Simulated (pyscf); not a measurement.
Thermochemistry of product channels of `[OH][Ga]([OH])[F]` + `[H]` [doublet] on the doublet surface, in eV, from CCSD(T)/def2-TZVPP + ΔMP2(QZVPP) energies (ideal gas, 1 atm, RRHO with modes under 100 cm⁻¹ raised to 100, one conformer, R ln 2 for rigid chiral ones). Optimised with ωB97X-D3(BJ)/def2-SVP in PySCF. MP2 and CC: frozen core, UHF for open shells. ΔMP2 is the change of the MP2 total energy from the triple- to the quadruple-zeta basis.

```json
[
 {"products": "`[OH2]` + `[F][Ga]` [singlet] + `[OH]` [doublet]", "ΔE": "+1.41", "ΔH(298 K)": "+1.51", "ΔG(900 K)": "+0.08", "ΔG(1200 K)": "-0.34"},
 {"products": "`[OH][Ga][OH]` [doublet] + `[FH]`", "ΔE": "-0.43", "ΔH(298 K)": "-0.27", "ΔG(900 K)": "-0.58", "ΔG(1200 K)": "-0.65"}
]
```

The channel to H₂O + F–Ga [singlet] + OH• turns favourable between 298 and 1200 K (ΔG from +1.01 eV to -0.34 eV).

These are energies of the channels, which say nothing of barriers. The CCSD(T) − MP2 part came from Ansatz, without density fitting, on the same reference. The frozen core leaves the outer d or s,p core shells of the metals and heavy elements correlated in the MP2 and CC values, and def2-TZVPP describes them poorly, which can shift differences by a few kcal/mol. Left out: orbital degeneracy and the spin-orbit lowering of OH. Elements up to Kr have no core potential and no relativistic terms here.
